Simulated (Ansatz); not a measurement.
Born–Oppenheimer molecular dynamics of BClFH (4 atoms, charge 0, multiplicity 1). It goes on from the last frame of an earlier run, with new velocities.

Level of theory: RKS PBE-D4/cc-pVDZ (Ansatz 0.2.0).

```
ensemble        : NVT, Langevin thermostat
time step       : 0.5 fs
steps asked     : 150
set temperature : 300 K
friction        : 0.02 /fs
seed            : 499889
```

First frame:

```xyz
4
Properties=species:S:1:pos:R:3
B 0.066 -0.014 0.016
F 0.017 0.001 1.326
Cl 1.548 0.002 -0.892
H -0.925 0.061 -0.834
```

Task: How far do the bonds stretch over the last three quarters of this one trajectory? (Pairs bonded in most of those frames.)

Result: 
```csv
bond,mean (Å),spread (Å),shortest,longest
B1–F2,1.334,0.024,1.28,1.37
B1–Cl3,1.777,0.028,1.72,1.83
B1–H4,1.214,0.049,1.13,1.32
```

Mean temperature of the second half: 311 K. A run of 0.075 ps of so small a system gives no equilibrium averages.

The run took 2.1 min on 1 thread of Arm Neoverse V1, on a shared host, peak memory 0.085 GiB.
